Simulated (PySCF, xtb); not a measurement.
H2Si, SMILES [SiH2] (connectivity only; charge and spin as stated), charge +1, multiplicity 2.

The structure is a stationary point at PBE-D3(BJ)/def2-TZVPD. The isomer is the one that the SMILES or the coordinates give; other isomers of the formula were not compared.

Level of theory: C-PCM-M06-2X/def2-TZVPD (PySCF).

The values are the electrostatic part of the solvation free energy, E(continuum) − E(gas) at the gas-phase geometry, in a cavity of scaled van der Waals radii (PySCF's table); cavitation and dispersion terms are not included.

```json
[
 {"solvent": "water", "ε": "78.36", "ΔG(elec) (kcal/mol)": "-65.7"},
 {"solvent": "acetone", "ε": "20.49", "ΔG(elec) (kcal/mol)": "-63.3"},
 {"solvent": "N,N-dimethylformamide", "ε": "37.22", "ΔG(elec) (kcal/mol)": "[?]"}
]
```

Problem. Fill in the missing entries. (The exact figures need the calculation; the answer reports its results.)

Solution. 
- N,N-dimethylformamide, ΔG(elec) (kcal/mol): -64.8

For comparison, GFN2-xTB/ALPB(water) (xtb, at the GFN2-xTB geometry, all terms of that model) gives -58.2 kcal/mol.
